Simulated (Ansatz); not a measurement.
## Molecular dynamics of CH$_{4}$BN

input.yaml

```yaml
crystal:
  periodic: [false, false, false]
  atoms:
    - { symbol: B, position_ang: [-0.875726, 0.323441, -0.627071] }
    - { symbol: C, position_ang: [0.275562, 0.03868, 0.423967] }
    - { symbol: "N", position_ang: [0.920352, -1.063897, 0.236224] }
    - { symbol: H, position_ang: [-1.829696, -0.370448, -0.876051] }
    - { symbol: H, position_ang: [-0.746493, 1.275131, -1.379158] }
    - { symbol: H, position_ang: [0.719611, 0.817826, 1.07942] }
    - { symbol: H, position_ang: [1.776835, -1.016525, 0.784018] }
basis:
  gaussian: { orbitals: def2-SVP }
hamiltonian:
  xc: r2scan
  dispersion: d4
md:
  timestep: 1.0
  n_steps: 100
  ensemble: nve
  temperature: 300.0
  initial_velocities: maxwell_boltzmann
  seed: 345415
scf:
  lower_state_search: "off"
```

Command:

```bash
$ ansatz run input.yaml --threads 1 --pin off --max-ram 2048MiB --backend cpu --events-out ev --progress --plain --runs-dir out
```

It goes on from the last frame of an earlier run, with new velocities.

Output, in part (step lines, the closing report, with atoms numbered from 0):

```
md step     0: t =     0.00 fs  T =   300.0 K  F+E_penalty+E_count = -3261.98933916 eV  E_kin = 0.193890 eV  conserved = -3261.79544917 eV  (15 SCF iters)
[... lines left out ...]
Total energy: -3262.00383903 eV, -119.8764300186 hartree
Atom 0 at    -0.907187     0.344784    -0.628722 Å, force     1.153534    -0.654531     0.579960 eV/Å
Atom 1 at     0.314756     0.054489     0.344293 Å, force    -0.012296    -0.295978     0.037001 eV/Å
Atom 2 at     0.910693    -1.090714     0.285702 Å, force    -0.802722     0.260335    -0.426305 eV/Å
Atom 3 at    -1.551993    -0.589016    -1.026417 Å, force    -0.222602     0.208483    -0.077701 eV/Å
Atom 4 at    -0.964937     1.487619    -0.937827 Å, force    -0.538431     0.473650    -0.394703 eV/Å
Atom 5 at     0.694287     0.888735     0.987129 Å, force     0.010911    -0.168829    -0.047746 eV/Å
Atom 6 at     1.747486    -1.125978     0.864876 Å, force     0.411606     0.176870     0.329494 eV/Å
Dipole moment:     0.135931     0.260416     0.237204 e Å
```

The steps, from the saved trajectory:

```csv
time (fs),T (K),potential energy less start (eV),conserved less start (meV/atom)
0.0,300,0.000,0.00
3.0,181,0.080,0.43
6.0,183,0.079,0.49
9.0,292,0.006,0.20
12.0,303,0.000,0.22
15.0,154,0.098,0.58
18.0,194,0.069,0.17
21.0,160,0.095,0.59
24.0,216,0.056,0.20
27.0,224,0.052,0.38
30.0,217,0.057,0.43
33.0,194,0.070,0.17
36.0,181,0.081,0.56
39.0,324,-0.014,0.15
42.0,278,0.016,0.23
45.0,180,0.081,0.46
48.0,190,0.073,0.27
51.0,228,0.048,0.21
54.0,152,0.100,0.56
57.0,228,0.047,0.08
60.0,202,0.068,0.58
63.0,239,0.041,0.25
66.0,240,0.042,0.41
69.0,311,-0.005,0.32
72.0,241,0.040,0.23
75.0,126,0.116,0.52
78.0,194,0.071,0.37
81.0,291,0.006,0.07
84.0,212,0.060,0.50
87.0,186,0.075,0.22
90.0,191,0.072,0.29
93.0,208,0.063,0.46
96.0,282,0.014,0.23
99.0,333,-0.020,0.23
```

The run went to its last step. The conserved energy stayed within 0.74 meV per atom of its start (net change 0.047 meV per atom), so the integration is sound. A run of 0.1 ps of so small a system gives no equilibrium averages.

The same pairs are bonded in the first frame and the last. Pairs count as bonded within 1.25 times the sum of covalent radii (0.12 Å more for H–H).

Last frame:

```xyz
7
Properties=species:S:1:pos:R:3
B -0.907 0.345 -0.629
C 0.315 0.054 0.344
N 0.911 -1.091 0.286
H -1.552 -0.589 -1.026
H -0.965 1.488 -0.938
H 0.694 0.889 0.987
H 1.748 -1.126 0.865
```

The run took 2.2 min on 1 thread of Arm Neoverse V1, with other jobs on the host, peak memory 0.086 GiB.
